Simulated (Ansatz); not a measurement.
**Atomization energy of CHCl3, singlet, from cheap to dear**

Geometry (MP2(full)/6-31G*, from the G2/97 set):

```yaml
atoms:
  - { symbol: C, position_ang: [0.0000, 0.0000, 0.4675] }
  - { symbol: H, position_ang: [0.0000, 0.0000, 1.5534] }
  - { symbol: Cl, position_ang: [0.0000, 1.6817, -0.0675] }
  - { symbol: Cl, position_ang: [1.4564, -0.8409, -0.0675] }
  - { symbol: Cl, position_ang: [-1.4564, -0.8409, -0.0675] }
```

Measured, as an electronic atomization energy: 343.1 kcal/mol (G2/97 heats of formation of molecule and atoms, with zero-point and thermal terms from B3LYP taken off; Curtiss et al., J. Chem. Phys. 106, 1063 (1997), Staroverov et al., J. Chem. Phys. 119, 12129 (2003)). The measured value holds scalar relativity and spin–orbit coupling, which all computed ones lack, and core correlation, which the wave-function levels lack. Atoms are taken at the same level; beside RHF, RMP2 and RCC rows they are unrestricted. Ansatz 0.2.0; the 6-31G* set has Cartesian d functions; a miss is computed less measured; times are wall times on shared hosts and scatter by a factor of two or so.

```tsv
level	basis	miss (kcal/mol)	time of the run	hardware
RHF	cc-pV(D+d)Z	-127.0	1.5 s	1 CPU thread
RMP2	cc-pV(D+d)Z	-21.0	–	–
RCCSD(T)	cc-pV(D+d)Z	-35.2	2.9 s	1 CPU thread
RCCSDT(Q)	cc-pV(D+d)Z	-34.8	16 s	H100 + 5 CPU threads
RHF	cc-pV(T+d)Z	-120.0	–	–
RMP2	cc-pV(T+d)Z	3.3	–	–
RCCSD(T)	cc-pV(T+d)Z	-13.7	3.8 s	H100 + 5 CPU threads
RCCSDT(Q)	cc-pV(T+d)Z	-13.8	3.7 min	H100 + 5 CPU threads
RHF	cc-pV(Q+d)Z	-119.4	–	–
RMP2	cc-pV(Q+d)Z	12.2	–	–
RCCSD(T)	cc-pV(Q+d)Z	-4.8	6.5 s	H100 + 5 CPU threads
```

HF's time is that of a plain UHF run. A dash: the level came out of a higher level's run.

A composite of the best parts (restricted reference, at this geometry, which isn't the minimum of the high levels):

```csv
part,kcal/mol
"Hartree–Fock limit (T, Q; exp(−5.46 √X))",223.87
"CCSD(T) correlation limit (T, Q; X⁻³)",120.73
CCSDT − CCSD(T) (TZ),-0.95
(Q) (TZ),0.89
sum,344.5
sum less measured,1.4
```
